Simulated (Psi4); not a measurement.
**CH3FO (SMILES OCF) at revPBE/aug-cc-pVDZ**

What is the vertical electron affinity of CH3FO at revPBE/aug-cc-pVDZ? 

The calculation is run with Psi4 1.11.

## 1. The molecule

CH3FO: 6 atoms, total charge 0, spin state singlet. SMILES: `OCF`. Geometry: relaxed at PBE0-D4/def2-TZVP. This is one conformer, not always the lowest.

Bond lengths: O1–C2 1.370 Å, C2–F3 1.381 Å, O1–H4 0.962 Å, C2–H5 1.096 Å, C2–H6 1.091 Å. Angles: O1–C2–F3 111.1°, O1–C2–H5 112.9°, O1–C2–H6 107.4°, F3–C2–H5 106.3°, F3–C2–H6 107.8°, C2–O1–H4 109.3°, H5–C2–H6 111.3°.

## 2. Energy and forces at revPBE/aug-cc-pVDZ

File job.json:

```json
{
 "schema_name": "qcschema_input",
 "schema_version": 1,
 "molecule": {
  "schema_name": "qcschema_molecule",
  "schema_version": 2,
  "symbols": ["O", "C", "F", "H", "H", "H"],
  "geometry": [-1.50044254, -1.31751705, -0.46751824, 0.47280948, 0.09259658, 0.43614879, -0.17782323, 2.61386918, 0.61189332, -1.75498865, -0.9356034, -2.22609737, 2.14824066, 0.00925966, -0.77951203, 0.8921397, -0.58354743, 2.33815813],
  "molecular_charge": 0,
  "molecular_multiplicity": 1,
  "fix_symmetry": "c1"
 },
 "driver": "gradient",
 "model": {
  "method": "revpbe",
  "basis": "aug-cc-pVDZ"
 },
 "keywords": {
  "puream": true,
  "e_convergence": 1e-09,
  "d_convergence": 1e-08,
  "scf_type": "pk",
  "dft_radial_points": 99,
  "dft_spherical_points": 590
 }
}
```

Command:

```console
$ psi4 --qcschema job.json -n 1 --memory 1600MB
```

stdout:

```text
[...]
  Running in c1 symmetry.
[...]
  Nuclear repulsion =   79.440325202706575
[...]
  Multiplicity = 1
[...]
  Nalpha       = 13
  Nbeta        = 13
[...]
    Number of basis functions: 96
[...]
   @RKS iter   1:  -214.71420907402208   -1.74885e-01   7.39486e-03 ADIIS/DIIS
[...]
   @RKS iter  11:  -214.93448022750633   -8.21387e-12   4.59083e-09 DIIS
[...]
    Orbital Energies [Eh]
    ---------------------
    Doubly Occupied:
       1A    -24.287050     2A    -18.816130     3A    -10.029993
       4A     -1.113839     5A     -0.977084     6A     -0.634269
       7A     -0.509745     8A     -0.462488     9A     -0.450224
      10A     -0.361901    11A     -0.326242    12A     -0.295666
      13A     -0.272566
[...]
  @RKS Final Energy:  -214.93448022750633
   => Energetics <=
    Nuclear Repulsion Energy =             79.4403252027065747
    One-Electron Energy =                -453.3119772066240785
    Two-Electron Energy =                 184.4498734165788960
    DFT Exchange-Correlation Energy =     -25.5127016401676947
    Empirical Dispersion Energy =           0.0000000000000000
    VV10 Nonlocal Energy =                  0.0000000000000000
    Total Energy =                       -214.9344802275063273
[...]
 Multipole Moments:
 ------------------------------------------------------------------------------------
     Multipole            Electronic (a.u.)      Nuclear  (a.u.)        Total (a.u.)
 ------------------------------------------------------------------------------------
 L = 1.  Multiply by 2.5417464519 to convert [e a0] to [Debye]
 Dipole X            :         -0.7374037            1.1272310            0.3898273
 Dipole Y            :          2.2947784           -2.6158212           -0.3210427
 Dipole Z            :          0.3543328           -0.8104046           -0.4560718
 Magnitude           :                                                    0.6804669
[...]
  -Total Gradient:
     Atom            X                  Y                   Z
    ------   -----------------  -----------------  -----------------
       1        0.014663397600     0.015415555087    -0.005236868353
       2       -0.011322602874     0.009899875334    -0.000622569949
       3        0.005852987770    -0.027245279964    -0.002617018644
       4        0.001625650648    -0.002253683145     0.012343752103
       5       -0.008756753539     0.000368916885     0.005749040892
       6       -0.002069056483     0.003809642234    -0.009601305940
[...]
```

The result, in JSON:

```text
{
 "driver": "gradient",
 "model": {
  "method": "revpbe",
  "basis": "aug-cc-pVDZ"
 },
 "success": true,
 "return_result": [0.01466339760038049, 0.015415555086713661, -0.005236868352915702, -0.01132260287414913, 0.009899875333983572, -0.0006225699492375487, 0.005852987770402648, -0.027245279963718838, -0.002617018643789021, 0.0016256506477313332, -0.002253683145201718, 0.012343752102613348, -0.008756753539344159, 0.00036891688473201026, 0.005749040892464696, -0.0020690564825745286, 0.0038096422341629688, -0.009601305940126703],
 "properties": {
  "calcinfo_nbasis": 96,
  "calcinfo_nmo": 96,
  "calcinfo_nalpha": 13,
  "calcinfo_nbeta": 13,
  "calcinfo_natom": 6,
  "nuclear_repulsion_energy": 79.44032520270657,
  "return_energy": -214.93448022750633,
  "return_gradient": [0.01466339760038049, 0.015415555086713661, -0.005236868352915702, -0.01132260287414913, 0.009899875333983572, -0.0006225699492375487, 0.005852987770402648, -0.027245279963718838, -0.002617018643789021, 0.0016256506477313332, -0.002253683145201718, 0.012343752102613348, -0.008756753539344159, 0.00036891688473201026, 0.005749040892464696, -0.0020690564825745286, 0.0038096422341629688, -0.009601305940126703],
  "scf_one_electron_energy": -453.3119772066241,
  "scf_two_electron_energy": 184.4498734165789,
  "scf_xc_energy": -25.512701640167695,
  "scf_dipole_moment": [0.3898273129923089, -0.3210427141045571, -0.4560717725986878],
  "scf_total_energy": -214.93448022750633,
  "scf_total_gradient": [0.01466339760038049, 0.015415555086713661, -0.005236868352915702, -0.01132260287414913, 0.009899875333983572, -0.0006225699492375487, 0.005852987770402648, -0.027245279963718838, -0.002617018643789021, 0.0016256506477313332, -0.002253683145201718, 0.012343752102613348, -0.008756753539344159, 0.00036891688473201026, 0.005749040892464696, -0.0020690564825745286, 0.0038096422341629688, -0.009601305940126703],
  "scf_iterations": 11
 }
}
```

It took 29 s on 1 thread of Intel Xeon Platinum 8488C (Sapphire Rapids), shared host; peak memory 0.86 GiB.

## 3. The doublet anion at the same level

File ch3fo.inp:

```
memory 1600 MB

molecule system {
  -1 2
  O     -0.794000    -0.697200    -0.247400
  C      0.250200     0.049000     0.230800
  F     -0.094100     1.383200     0.323800
  H     -0.928700    -0.495100    -1.178000
  H      1.136800     0.004900    -0.412500
  H      0.472100    -0.308800     1.237300
  units angstrom
  symmetry c1
  no_reorient
  no_com
}

set reference uks
set puream true
set e_convergence 1e-09
set d_convergence 1e-08
set scf_type pk
set dft_radial_points 99
set dft_spherical_points 590
set maxiter 200

e, wfn = gradient("revpbe/aug-cc-pVDZ", return_wfn=True)
oeprop(wfn, "QUADRUPOLE", "LOWDIN_CHARGES", "WIBERG_LOWDIN_INDICES", title="REVPBE")
```

Command:

```console
$ psi4 -i ch3fo.inp -o ch3fo.out -n 1
```

ch3fo.out:

```text
[...]
  Running in c1 symmetry.
[...]
  Nuclear repulsion =   79.440325172787965
[...]
  Multiplicity = 2
[...]
  Nalpha       = 14
  Nbeta        = 13
[...]
    Number of basis functions: 96
[...]
   @UKS iter   1:  -214.28471433930454    2.54610e-01   1.01546e-02 ADIIS/DIIS
[...]
   @UKS iter  17:  -214.91729267738722   -2.44427e-12   4.44043e-09 DIIS
[...]
   @S^2 Observed:                7.500627505E-01
[...]
  @UKS Final Energy:  -214.91729267738722
   => Energetics <=
    Nuclear Repulsion Energy =             79.4403251727879649
    One-Electron Energy =                -456.9480955564197302
    Two-Electron Energy =                 188.1913140621896332
    DFT Exchange-Correlation Energy =     -25.6008363559451197
    Empirical Dispersion Energy =           0.0000000000000000
    VV10 Nonlocal Energy =                  0.0000000000000000
    Total Energy =                       -214.9172926773872234
[...]
  -Total Gradient:
     Atom            X                  Y                   Z
    ------   -----------------  -----------------  -----------------
       1        0.014269168981     0.014431025990    -0.014389017576
       2       -0.010720061799     0.016386997806     0.002184340475
       3        0.007409037265    -0.033118832602    -0.004685605640
       4        0.000940804325    -0.002112877486     0.020863012899
       5       -0.008943972130     0.000571987951     0.006229096314
       6       -0.002960877157     0.003836494064    -0.010187189996
[...]
 Multipole Moments:
 ------------------------------------------------------------------------------------
     Multipole            Electronic (a.u.)      Nuclear  (a.u.)        Total (a.u.)
 ------------------------------------------------------------------------------------
 L = 1.  Multiply by 2.5417464519 to convert [e a0] to [Debye]
 Dipole X            :          9.0767815           -9.4817008           -0.4049193
 Dipole Y            :        -11.5246588           12.0303745            0.5057157
 Dipole Z            :         -2.2536867            3.7163354            1.4626487
 Magnitude           :                                                    1.5997028
 L = 2.  Multiply by 1.3450342976 to convert [e a0^2] to [Debye ang]
 Quadrupole XX       :        -62.8799339           28.1273417          -34.7525922
 Quadrupole XY       :        -13.7904488           13.0355520           -0.7548968
[...]
```

Run time: 54 s. Hardware: 1 thread of Intel Xeon Platinum 8488C (Sapphire Rapids), shared host; peak memory 0.87 GiB.

## 4. Outcome

At revPBE/aug-cc-pVDZ:

```
                                         quantity          value
                      singlet CH3FO: total energy  -214.93448 Eh
                     singlet CH3FO: dipole moment         1.73 D
                       singlet CH3FO: HOMO energy       -7.42 eV
                       singlet CH3FO: LUMO energy       -0.80 eV
                     singlet CH3FO: HOMO–LUMO gap        6.62 eV
          singlet CH3FO: largest force on an atom     1.439 eV/Å
                      doublet anion: total energy  -214.91729 Eh
doublet anion: HOMO energy (highest over α and β)        1.75 eV
 doublet anion: LUMO energy (lowest over α and β)        2.07 eV
                              doublet anion: ⟨S²⟩          0.750
          doublet anion: largest force on an atom     1.762 eV/Å
vertical electron affinity (to the doublet anion)      -0.468 eV
```

**Reading.** The anion lies 0.47 eV (45.1 kJ/mol) above the neutral: the electron isn't bound at this level, and such a value depends on the basis. The largest force (singlet CH3FO) is 1.44 eV/Å: the shape isn't a stationary point for this species at this level. The HOMO (doublet anion) lies at positive energy, 1.75 eV, as semi-local functionals often give for anions; only total energies tell whether the electron is bound.
